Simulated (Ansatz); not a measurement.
Born–Oppenheimer molecular dynamics of AlFH$_{2}$O (5 atoms, charge 0, multiplicity 1). It starts from a relaxed structure.

Method: RKS PBE-D4/6-31G* in Ansatz 0.2.0.

- ensemble: NVT, Langevin thermostat
- time step: 0.25 fs
- steps asked: 500
- set temperature: 100 K
- friction: 0.005 /fs
- temperature schedule: 125 steps to 100 K, then 375 steps to 10 K
- seed: 378275

First frame:

```xyz
5
Properties=species:S:1:pos:R:3
Al -0.022 -0.026 -0.005
O -0.031 -0.120 1.710
H -0.881 -0.170 2.184
H 1.367 0.054 -0.758
F -1.456 -0.019 -0.858
```

How far do the bonds stretch over the last three quarters of this one trajectory? (Pairs bonded in most of those frames.)


```
  bond  mean (Å)  spread (Å)  shortest  longest
Al1–O2     1.715       0.016      1.69     1.74
Al1–H4     1.586       0.024      1.54     1.63
Al1–F5     1.669       0.016      1.64     1.70
 O2–H3     0.974       0.004      0.96     0.98
```

Mean temperature of the second half: 76 K. The schedule's set-point averaged 40 K over the second half and the system 76 K, so it lags behind the ramp. A run of 0.12 ps of so small a system gives no equilibrium averages.

Run time: 8.3 min on 1 thread of Intel(R) Xeon(R) Platinum 8488C (Sapphire Rapids) (shared host), peak memory 0.11 GiB.
